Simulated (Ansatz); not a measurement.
**C2HSi (doublet): from Hartree-Fock to the top rungs at distance C2–Si3 = 1.874 Å, cc-pVDZ**

One table from this session's results is given with a row withheld; the runs are named, their logs left out.

Program: Ansatz 0.2.0, Gaussian basis. Level of theory: cc-pVDZ, core rule «outside noble gas», up to 7 orbitals frozen. These are calculated values, not measurements.

To be run: UHF; CCSD(T) on ROHF; CCSD(T) on UHF; BCCD(T) on ROHF; CISD; CCSDT(Q) on ROHF; CCSDT(Q) on UHF; CASSCF and MRCISD+Q, 3 electrons in 3 orbitals; CASSCF and NEVPT2, 3 electrons in 3 orbitals; CASSCF and NEVPT2, 9 electrons in 9 orbitals.

21 further runs of the same task are left out: 16 that didn't finish, 5 set aside as unsound or not needed.

## What is computed

The geometry derives from a PBE0/def2-TZVP stationary point (not a proven minimum). One bond is set to the value named and the two fragments are kept rigid.

4 atoms, charge 0, spin multiplicity 2.

Atoms are counted from 1 here; the program's logs count them from 0.

Bond lengths: C1–C2 1.277 Å, C2–Si3 1.874 Å, Si3–H4 1.502 Å. Angles: C1–C2–Si3 166.4°, C2–Si3–H4 118.3°.

Set-up of the first run:

Contents of in.yaml:

```yaml
crystal:
  periodic: [false, false, false]
  atoms:
    - {symbol: C, position_ang: [0.000000, 0.024015, 2.016936]}
    - {symbol: C, position_ang: [0.000000, 0.148365, 0.745891]}
    - {symbol: Si, position_ang: [0.000000, -0.113122, -1.109776]}
    - {symbol: H, position_ang: [0.000000, 1.097965, -1.999009]}
basis:
  gaussian: {orbitals: cc-pVDZ}
magnetization: {spin_polarized: true, initial_magnetization: 1}
hamiltonian: {xc: hf}
output: {orbitals: {seedname: orbitals}}
```

The run is started by

```bash
> ansatz run in.yaml --threads 1 --pin off --events-out ev --progress --plain --max-ram 2393MiB
```

Steps of the session up to this table: UHF; CCSD(T) on ROHF; CCSD(T) on UHF; BCCD(T) on ROHF; CISD; CCSDT(Q) on ROHF; CCSDT(Q) on UHF; CASSCF and MRCISD+Q, 3 electrons in 3 orbitals; CASSCF and NEVPT2, 3 electrons in 3 orbitals; CASSCF and NEVPT2, 9 electrons in 9 orbitals.

One table of the session follows, with a row left open; its other results are not shown here.

It belongs to the step «Misses and costs». 

```
   method  from RCCSDT(Q) (meV)
     RMP2                     ?
     UMP2               +1564.5
     CISD               +1992.3
    RCCSD                +783.0
    UCCSD                +754.0
 RCCSD(T)                +117.5
 UCCSD(T)                +135.1
  BCCD(T)                +123.3
   RCCSDT                 +76.9
   UCCSDT                 +71.5
RCCSDT(Q)                     0
UCCSDT(Q)                 -18.5
```

**Question.** Estimate the row for RMP2.

**Answer.** from RCCSDT(Q) (meV): +1460.4. In the column «from RCCSDT(Q) (meV)» it lies between RCCSD (+783.0) and UMP2 (+1564.5).

Left out of the table: CASSCF pair, NEVPT2 pair, MRCISD pair, MRCISD+Q pair, CASSCF frontier, NEVPT2 frontier (the active space lost an orbital or holds another state than full CI finds).

To keep in mind: The determinant is far from a pure spin state, so its energy mixes those of several spin states (harmless only where they are near-degenerate, as at dissociation). Left out of the table: ROHF, UHF (another determinant or state than the rows shown). Warnings: spin contamination; coupled cluster took another determinant than the lowest; large T1 diagnostic. Restricted and unrestricted rows rest on different reference determinants; where their highest levels disagree by more than a few hundredths of an eV, they describe different states and don't form one ladder. Warnings in the runs' records: passed over end.
